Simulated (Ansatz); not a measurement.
System: water, H2O, net charge 0, singlet state. SMILES: O
Coordinates optimised at B3LYP-D3(BJ)/def2-TZVP (Ansatz, an electronic-structure program):
```
O
H 1 0.9627
H 1 0.9627 2 105.24
```
Charge 0, spin multiplicity 1.

Wanted: enthalpy of formation at 298 K, in kcal/mol. Conventions: spin-orbit terms left out; 6-311+G** with 5d; six Cartesian d functions in 6-31G* and its kin unless marked 5d; non-relativistic; UHF or UKS for open shells; LANL2DZ all-electron up to Ne; frozen cores in correlated levels; dispersion terms only where a functional's name holds one. Basis-set limits of correlation are two-point, X^-3; Hartree-Fock from the larger set (for Q and 5 zeta extrapolated as (X+1)exp(-9√X)). First-principles rows: single points at B3LYP-D3(BJ) geometries (Ansatz), with unscaled harmonic terms from B3LYP/6-31G* at its own minima, enthalpies of formation by atomisation with measured atoms.

Measured values: Active Thermochemical Tables 1.112 (ions: stationary electron), as tabulated in the package chemicals; they hold spin-orbit and core effects, anharmonicity. 

Value to compare with, the measured value: -57.8 kcal/mol.

```json
[
 {"level": "B3LYP/STO-3G", "program": "Ansatz", "enthalpy of formation at 298 K (kcal/mol)": "-40.7", "error": "17.1"},
 {"level": "B3LYP/3-21G", "program": "Ansatz", "enthalpy of formation at 298 K (kcal/mol)": "-24.2", "error": "33.6"},
 {"level": "B3LYP/LANL2DZ", "program": "Ansatz", "enthalpy of formation at 298 K (kcal/mol)": "-34.5", "error": "23.3"},
 {"level": "B3LYP/6-31G", "program": "Ansatz", "enthalpy of formation at 298 K (kcal/mol)": "-30.1", "error": "27.7"},
 {"level": "B3LYP/6-31G*", "program": "Ansatz", "enthalpy of formation at 298 K (kcal/mol)": "-43.3", "error": "14.5"},
 {"level": "B3LYP/6-31+G*", "program": "Ansatz", "enthalpy of formation at 298 K (kcal/mol)": "-47.5", "error": "10.3"},
 {"level": "B3LYP/6-31G**", "program": "Ansatz", "enthalpy of formation at 298 K (kcal/mol)": "-50.1", "error": "7.7"},
 {"level": "B3LYP/def2-SVP", "program": "Ansatz", "enthalpy of formation at 298 K (kcal/mol)": "-47.9", "error": "9.9"},
 {"level": "B3LYP/cc-pVDZ", "program": "Ansatz", "enthalpy of formation at 298 K (kcal/mol)": "-44.4", "error": "13.4"},
 {"level": "B3LYP/6-311+G**", "program": "Ansatz", "enthalpy of formation at 298 K (kcal/mol)": "-53.7", "error": "4.1"},
 {"level": "B3LYP/def2-TZVPD", "program": "Ansatz", "enthalpy of formation at 298 K (kcal/mol)": "-54.5", "error": "3.3"},
 {"level": "CCSD(T)/CBS(cc-pVQZ,cc-pV5Z)", "program": "Ansatz", "enthalpy of formation at 298 K (kcal/mol)": "-58.0", "error": "-0.2"}
]
```

Among the 10 habitual levels, B3LYP/3-21G lies farthest from the measured value (33.6 kcal/mol) and B3LYP/6-311+G** nearest (4.1); 10 of 10 lie above it, and their mean absolute error is 16.2 kcal/mol, the median 13.9. One case shows no general order.

The sets are all those run for this method; runs whose electronic state is in doubt are left out.
